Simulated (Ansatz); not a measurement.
## Ansatz (development build ahead of 0.2.0) run

```yaml
crystal:
  periodic: [false, false, false]
  atoms:
    - { symbol: C, position_ang: [1.41047, 0.0, 0.0] }
    - { symbol: C, position_ang: [0.70523, 1.2094, 0.0] }
    - { symbol: C, position_ang: [-0.70523, 1.2094, 0.0] }
    - { symbol: C, position_ang: [-1.41047, 0.0, 0.0] }
    - { symbol: C, position_ang: [-0.70523, -1.2094, 0.0] }
    - { symbol: C, position_ang: [0.70523, -1.2094, 0.0] }
    - { symbol: H, position_ang: [2.50732, 0.0, 0.0] }
    - { symbol: H, position_ang: [1.25366, 2.14991, 0.0] }
    - { symbol: H, position_ang: [-1.25366, 2.14991, 0.0] }
    - { symbol: H, position_ang: [-2.50732, 0.0, 0.0] }
    - { symbol: H, position_ang: [-1.25366, -2.14991, 0.0] }
    - { symbol: H, position_ang: [1.25366, -2.14991, 0.0] }
basis:
  gaussian: { orbitals: "6-31G" }
hamiltonian:
  xc: hf
```

The input is written out in the form of the current development build from the run's settings.

Results

* Converged: yes
* Total energy: -230.62134 hartree
* Spin squared of the determinant: 0.000
